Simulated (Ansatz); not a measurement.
Cost and result for the atomization energy of C$_{4}$H$_{7}$F (`C/C=C\CF`) (12 atoms, 11 bonds).

Cartesian coordinates in Å:
```
C -0.996 0.958 -0.875
C 0.428 0.812 -0.463
C 0.968 -0.142 0.290
C 0.263 -1.301 0.893
F 0.506 -1.344 2.261
H -1.096 0.851 -1.960
H -1.362 1.959 -0.627
H -1.657 0.230 -0.406
H 1.097 1.582 -0.839
H 2.034 -0.102 0.498
H -0.818 -1.259 0.751
H 0.634 -2.245 0.477
```

The species carries charge 0 and has multiplicity 1. The structure was optimised at the PBE0-D4/def2-TZVP level. It is a higher conformer; a search finds a lower one. Program: Ansatz. All runs use 4 threads of a server CPU on a shared host. Times are those of one run each, without the atoms' runs, and a repeat can differ threefold. Electronic energies, without spin–orbit coupling; frozen cores. CCSD(T)/CBS adds CCSD(T) − MP2 in def2-TZVPP to the MP2 limit, and its time is that of the two runs behind it. T1 = 0.011. B3LYP takes the VWN-RPA correlation (the form of Gaussian; ORCA's B3LYP/G).

CCSD(T)/CBS is a level of theory with its own doubt, some kJ/mol a heavy atom from the limit and from the frozen cores, so smaller differences don't rank the functionals.

```csv
level,functions,wall time,atomization (kJ/mol),difference from CCSD(T)/CBS,per bond
PBE-D4/def2-TZVPP (with forces),253,2.1 s,4987.0,127.6,11.6
PBE0-D4/def2-TZVPP,253,2.3 s,4901.6,42.2,3.8
B3LYP-D4/def2-TZVPP (with forces),253,3.4 s,4870.9,11.5,1.0
r2SCAN-D4/def2-TZVPP (with forces),253,3.6 s,4877.4,18.0,1.6
B2PLYP/def2-TZVPP,253,4.2 s,4824.8,-34.6,-3.1
ωB97X-V/def2-TZVPP,253,5 s,4864.7,5.3,0.5
ωB97M-V/def2-TZVPP (with forces),253,7 s,4874.7,15.3,1.4
MP2/def2-QZVPP,495,18 s,4888.7,29.3,2.7
CCSD(T)/def2-TZVPP,253,110 s,4751.6,-107.8,-9.8
CCSD(T)/CBS(def2),–,2.2 min,4859.4,0.0,0.0
```

The D4 term adds +29.8 kJ/mol with B3LYP and +15.7 kJ/mol with PBE0; it sums over pairs of atoms, weighted by their polarisabilities, and B3LYP, whose exchange is more repulsive, gets the larger term. From PBE to PBE0 (25 % exact exchange), in def2-TZVPP and without D4, the atomization energy moves by −82.3 kJ/mol: exact exchange takes away binding that semilocal exchange gives to molecules. In def2-TZVPP, CCSD(T) changes the Hartree–Fock value by +1123.0 kJ/mol (the triples alone add +66.8 kJ/mol) and MP2 by +1196.7 kJ/mol; breaking electron pairs costs correlation energy, which Hartree–Fock lacks.
